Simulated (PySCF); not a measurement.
A structure optimised at TPSSh-D3(BJ)/def2-TZVP, used in a PySCF frequency run:

```xyz
4

Al     0.0000     0.0000     0.0000
F     -1.6366     0.0000     0.0000
F      0.8183     1.4173     0.0000
F      0.8183    -1.4173     0.0000
```

**Question.** Write its SMILES, formula and point group.

**Answer.** [F][Al]([F])[F], AlF3, D3h

**Question.** What are its rotational constants (standard atomic weights)?

**Answer.** 6.6209, 6.6209, 3.3105 GHz
